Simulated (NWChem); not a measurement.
# Correlation energy of methanethiol (CH4S)

```xyz
6

C      1.0468     0.4733     0.0000
S     -0.5720    -0.3413     0.0000
H      1.1988     1.0855     0.8999
H      1.7951    -0.3313     0.0000
H      1.1988     1.0855    -0.8999
H     -1.3215     0.7816     0.0000
```
Charge 0, spin multiplicity 1.

All runs are NWChem calculations. All single points use one geometry, from PBE0/def2-SVP, a minimum by its harmonic frequencies.

Basis set: cc-pVTZ. Each correlation energy counts from its own Hartree-Fock reference.

The correlated methods keep 6 core orbitals frozen. Coupled-cluster values serve here as a point of comparison, not as the truth.

| method | correlation energy (mHa) |
|---|---|
| RI-MP2 | -363.7 |
| CR-CCSD[T] | ___ |
| MP2 | -363.7 |
| SCS-MP2 | ___ |
| CR-CCSD(T) | ___ |
| CCSD | ___ |

Q: Fill in the missing entries.

A: 
- CR-CCSD[T], correlation energy (mHa): -410.0
- SCS-MP2, correlation energy (mHa): -369.1
- CR-CCSD(T), correlation energy (mHa): -409.8
- CCSD, correlation energy (mHa): -397.3
